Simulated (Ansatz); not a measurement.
# CH2N (sextet): from Hartree-Fock to the top rungs, cc-pVDZ

An exercise on one series of results from a longer session: the logs are not shown, and one member is left open.

Computed with Ansatz 0.2.0, Gaussian basis. Level: cc-pVDZ, core rule «outside noble gas», up to 2 orbitals frozen.

To be run: UHF; CCSD(T) on ROHF; CCSD(T) on UHF; BCCD(T) on ROHF; CISD; CCSDT(Q) on ROHF; CCSDT(Q) on UHF; CASSCF and MRCISD+Q, 11 electrons in 10 orbitals; CASSCF and NEVPT2, 11 electrons in 10 orbitals.

22 further runs of the same task are left out: 10 that didn't finish, 12 set aside as unsound or not needed.

## The geometry

The geometry is a PBE0/def2-TZVP stationary point (not a proven minimum) of the parent state, kept for this charge and spin.

4 atoms, charge 0, spin multiplicity 6.

Atoms are counted from 1 here; the program's logs count them from 0.

Bond lengths: N1–C2 1.365 Å, N1–H3 1.004 Å, N1–H4 1.004 Å. Angles: C2–N1–H3 120.7°, C2–N1–H4 120.7°, H3–N1–H4 118.6°.

Coordinates:

```xyz
4
CH2N
N     0.00000    0.00000    0.54806
C     0.00000    0.00000   -0.81709
H     0.00000    0.86326    1.06021
H     0.00000   -0.86326    1.06021
```

The first run:

The input, in.yaml:

```yaml
crystal:
  periodic: [false, false, false]
  atoms:
    - {symbol: N, position_ang: [0.000000, 0.000000, 0.548062]}
    - {symbol: C, position_ang: [0.000000, 0.000000, -0.817088]}
    - {symbol: H, position_ang: [0.000000, 0.863263, 1.060214]}
    - {symbol: H, position_ang: [0.000000, -0.863263, 1.060214]}
basis:
  gaussian: {orbitals: cc-pVDZ}
magnetization: {spin_polarized: true, initial_magnetization: 5}
hamiltonian: {xc: hf}
output: {orbitals: {seedname: orbitals}}
```

Run with:

```bash
$ ansatz run in.yaml --threads 1 --pin off --events-out ev --progress --plain --max-ram 2393MiB
```

Among the steps run: UHF; CCSD(T) on ROHF; CCSD(T) on UHF; BCCD(T) on ROHF; CISD; CCSDT(Q) on ROHF; CCSDT(Q) on UHF; CASSCF and MRCISD+Q, 11 electrons in 10 orbitals; CASSCF and NEVPT2, 11 electrons in 10 orbitals.

One table of the session follows, with a row left open; its other results are not shown here.

| method | from UCCSDT(Q) (kcal/mol) |
| --- | --- |
| ROHF | +141.20 |
| UHF | +137.36 |
| RMP2 | +19.69 |
| UMP2 | +20.18 |
| CISD | +9.43 |
| RCCSD | +3.62 |
| UCCSD | +3.54 |
| RCCSD(T) | +0.62 |
| UCCSD(T) | +0.58 |
| BCCD(T) | +0.61 |
| RCCSDT | +0.21 |
| UCCSDT | +0.18 |
| RCCSDT(Q) | +0.04 |
| UCCSDT(Q) | 0 |
| CASSCF valence | +112.57 |
| NEVPT2 valence | +21.68 |
| MRCISD valence | +6.65 |
| MRCISD+Q valence | ? |

**Question.** Estimate the row for MRCISD+Q valence.

The run gave: from UCCSDT(Q) (kcal/mol): +0.65. In the column «from UCCSDT(Q) (kcal/mol)» it lies between RCCSD(T) (+0.62) and UCCSD (+3.54).

Limits of these values: Restricted and unrestricted rows rest on different reference determinants; where their highest levels disagree by more than a few hundredths of an eV, they describe different states and don't form one ladder.
